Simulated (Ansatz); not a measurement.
A displaced shape of singlet CH₃O(-):

```tsv
atom	x (Å)	y (Å)	z (Å)
C	0.0199	-0.0392	-0.4842
O	-0.0005	0.0436	0.7569
H	-0.0310	-1.0521	-1.1004
H	-0.9238	0.4763	-1.0691
H	0.8577	0.4795	-1.0647
```

It was optimised with PBE0/def2-SVP in Ansatz (development build ahead of 0.2.0) to forces under 0.001 eV/Å, with restricted orbitals. Each step stands on the lowest determinant of that kind that the program's search found.

Q: What shape does it relax to, and how does the optimisation go?

A:

```xyz
5

C    -0.0147   -0.0171   -0.5144
O    -0.0004    0.0039    0.7747
H    -0.0190   -1.0565   -1.0572
H    -0.9142    0.4874   -1.0724
H     0.8705    0.4904   -1.0923
```

Bond lengths: C1–O2 1.289 Å, C1–H3 1.173 Å, C1–H4 1.173 Å, C1–H5 1.173 Å. Angles: O2–C1–H3 118.5°, O2–C1–H4 118.5°, O2–C1–H5 118.5°, H3–C1–H4 99.1°, H3–C1–H5 99.1°, H4–C1–H5 99.1°.

| step | E − E(start) (eV) | largest force (eV/Å) |
| --- | --- | --- |
| 1 | 0.0000 | 2.8589 |
| 2 | -0.1050 | 1.0704 |
| 3 | -0.1298 | 0.1669 |
| 4 | -0.1314 | 0.0537 |
| 5 | -0.1315 | 0.0104 |
| 6 | -0.1315 | 0.0015 |
| 7 | -0.1315 | 0.0002 |

The optimisation ended after 7 steps with its threshold met. Caution: no diffuse functions for an anion.
